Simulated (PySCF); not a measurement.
Distances in Å between the heavy atoms of a computed structure (PBE0-D3(BJ)/def2-SVP; lower triangle, same order across):
```
O1    0.00
C2    1.20  0.00
C3    2.49  1.48  0.00
C4    3.19  1.99  1.35  0.00
F5    4.49  3.29  2.43  1.30  0.00
C6    2.53  1.56  2.17  1.50  2.53  0.00
```

Hydrogens: 1 on C3, 2 on C6.

Charge 0, singlet.

**Question.** Which heavy atoms are bonded, and with what formal order?

**Answer.** O1–C2 (double); C2–C3 (single); C3–C4 (double); C4–F5 (single); C4–C6 (single); C2–C6 (single).

**Question.** Write the SMILES.

**Answer.** `O=C1C=C(F)C1`, C4H3FO. Among its features: ketone, C=C double bond, C–F bond and cyclobutene ring.

**Question.** Which rings does it hold (smallest set)?

**Answer.** C2–C3–C4–C6 (4 members, 0.00 Å rms from planarity).

**Question.** Classify the heavy atoms.

**Answer.** O1: ketone oxygen; C2: ketone carbonyl carbon; C3: alkene CH carbon; C4: vinylic C–F carbon; F5: vinyl fluorine; C6: sp3 carbon next to a carbonyl.
